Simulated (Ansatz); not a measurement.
Series: binary hydrides. Gas-phase values, no solvent. Strings in code marks are SMILES.

Quantity: vertical ionisation energy (energy after one electron is removed minus that of the parent at the parent's geometry), in eV.

A: `[SiH4]`
B: `I`
C: `[GaH3]`
D: `[SbH3]`
E: `[SnH4]`
F: `O`

Problem. Put the candidates in order of vertical ionisation energy (energy after one electron is removed minus that of the parent at the parent's geometry), lowest first, for frozen-core MP2/def2-TZVPP // PBE0-D3(BJ)/def2-TZVP (Ansatz, a program for electronic structure).

Solution. D (9.94 eV), B (10.58 eV), C (11.39 eV), E (11.68 eV), F (12.74 eV), A (12.82 eV)
